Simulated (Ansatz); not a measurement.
`C=C=C(O)Cl` → `ClC1=CCO1`  (isomerisation)

Program: Ansatz. Geometries: PBE0-D4/def2-TZVP. ΔE: electronic, gas phase. CBS: MP2 limit from def2 TZ/QZ plus the TZ coupled-cluster correction, frozen cores. Functionals use def2-TZVPP. B3LYP here is the variant with VWN-RPA as its local correlation; programs differ in this. HSE06 is defined as in plane-wave codes. Each species was taken in one conformer, which may not be the lowest.

`C=C=C(O)Cl`:

```xyz
8

C     1.380    0.908    0.502
C     0.327    0.260    0.106
C    -0.756   -0.356   -0.268
O    -1.157   -1.554    0.206
Cl   -1.843    0.381   -1.410
H     2.324    0.841   -0.032
H     1.358    1.541    1.386
H    -1.633   -2.021   -0.489
```

`ClC1=CCO1`:

Cartesian coordinates in Å:
```
Cl 2.326 -1.341 -0.069
C 0.871 -0.487 -0.045
C -0.227 -0.401 0.705
C -0.679 0.628 -0.291
O 0.583 0.426 -1.018
H -0.612 -0.851 1.601
H -0.743 1.662 0.052
H -1.519 0.365 -0.935
```

| level | ΔE (kcal/mol) | difference from CCSD(T)/CBS |
| --- | --- | --- |
| PBE-D4 | -0.7 | 0.0 |
| revPBE-D4 | -0.8 | -0.1 |
| BLYP-D4 | 4.7 | 5.4 |
| r2SCAN-D4 | -0.3 | 0.4 |
| B97M-V | -0.8 | -0.1 |
| PBE0-D4 | -2.4 | -1.7 |
| B3LYP-D4 | 2.9 | 3.6 |
| r2SCANh-D4 | -0.9 | -0.2 |
| r2SCAN0-D4 | -1.7 | -1.0 |
| CAM-B3LYP-D4 | 0.6 | 1.3 |
| ωB97X-V | -3.7 | -3.0 |
| ωB97M-V | -1.0 | -0.3 |
| B2PLYP | 0.6 | 1.3 |
| PBE-QIDH | -4.5 | -3.8 |
| PBE | -0.6 | 0.1 |
| revPBE | 0.3 | 1.0 |
| BLYP | 5.2 | 5.9 |
| r2SCAN | -0.3 | 0.4 |
| PBE0 | -2.3 | -1.6 |
| B3LYP | 3.2 | 3.9 |
| r2SCANh | -0.9 | -0.2 |
| r2SCAN0 | -1.7 | -1.0 |
| HSE06 | -2.3 | -1.6 |
| BHLYP | 1.4 | 2.1 |
| CAM-B3LYP | 0.6 | 1.3 |
| LC-ωPBE | -5.9 | -5.2 |
| RPA@PBE/def2-TZVPP | -2.8 | -2.1 |
| HF/def2-SVP | 1.5 | 2.2 |
| MP2/def2-SVP | -4.1 | -3.4 |
| CCSD/def2-SVP | -1.4 | -0.7 |
| CCSD(T)/def2-SVP | -1.6 | -0.9 |
| HF/def2-TZVPP | 1.9 | 2.6 |
| MP2/def2-TZVPP | -3.8 | -3.1 |
| CCSD/def2-TZVPP | -1.0 | -0.3 |
| CCSD(T)/def2-TZVPP | -1.2 | -0.5 |
| HF/def2-QZVPP | 1.9 | 2.6 |
| MP2/def2-QZVPP | -3.5 | -2.8 |
| SCS-MP2/def2-QZVPP | -2.4 | -1.7 |
| HF/CBS(def2) | 1.9 | 2.6 |
| CCSD/CBS(def2) | -0.5 | 0.2 |
| CCSD(T)/CBS | -0.7 | 0 |

Largest T1 diagnostic among the species: 0.013.

From BLYP to BHLYP (50 % exact exchange), in def2-TZVPP and without D4, ΔE moves by −3.7 kcal/mol. At CCSD(T), def2-SVP lies −0.9 kcal/mol from the extrapolated value and def2-TZVPP −0.5 kcal/mol.
